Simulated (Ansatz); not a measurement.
Geometry optimisation, RKS PBE-D4/def2-SVP in Ansatz.

Input:

```yaml
crystal:
  periodic: [false, false, false]
  atoms:
    - { symbol: Si, position_ang: [-0.161366, -0.115692, -0.91647] }
    - { symbol: C, position_ang: [1.404451, 0.039579, 1.714337] }
    - { symbol: H, position_ang: [0.314124, -0.153416, 1.607886] }
    - { symbol: H, position_ang: [1.867588, -0.841538, 2.19459] }
    - { symbol: H, position_ang: [1.530567, 0.946964, 2.333326] }
    - { symbol: H, position_ang: [1.898009, 0.208058, 0.734045] }
    - { symbol: H, position_ang: [-0.936312, 1.059297, -0.273209] }
    - { symbol: H, position_ang: [-1.01446, -1.143252, -0.132406] }
basis:
  gaussian: { orbitals: def2-SVP }
hamiltonian:
  xc: pbe
  dispersion: d4
relax:
  f_tol: 0.03
  max_steps: 50
```

Launched with:

```bash
$ ansatz run input.yaml --threads 1 --pin off --max-ram 2048MiB --backend cpu --events-out ev --progress --plain --runs-dir out
```

Question: Where does it end, and by what steps?

Answer: It converged. The force dipped under the threshold on the way, but the program's further checks kept it going. After 15 steps the energy has fallen by 0.073 eV; H6 moved furthest, 0.50 Å.

| step | energy less start (eV) | largest force component (eV/Å) | accepted |
| --- | --- | --- | --- |
| 0 | 0.0000 | 0.133 | yes |
| 1 | -0.0308 | 0.125 | yes |
| 2 | -0.0309 | 0.109 | yes |
| 3 | -0.0344 | 0.095 | yes |
| 4 | -0.0364 | 0.124 | yes |
| 5 | -0.0397 | 0.189 | yes |
| 6 | -0.0456 | 0.259 | yes |
| 7 | -0.0537 | 0.289 | yes |
| 8 | -0.0602 | 0.322 | yes |
| 9 | -0.0651 | 0.287 | yes |
| 10 | -0.0716 | 0.024 | yes |
| 11 | -0.0721 | 0.032 | yes |
| 12 | -0.0727 | 0.006 | yes |
| 13 | -0.0728 | 0.078 | yes |
| 14 | -0.0732 | 0.038 | yes |
| 15 | -0.0735 | 0.004 | yes |

```xyz
8
Properties=species:S:1:pos:R:3
Si 0.070 0.006 -0.839
C 1.255 0.017 1.711
H 0.193 -0.135 1.966
H 1.866 -0.826 2.081
H 1.614 0.985 2.103
H 1.445 0.047 0.588
H -0.817 1.064 -0.144
H -0.724 -1.157 -0.204
```

Whether the end is a true minimum wasn't checked by a vibrational analysis.

Run time: 21 s on 1 thread of Arm Neoverse V1, with other jobs on the host, peak memory 0.1 GiB.
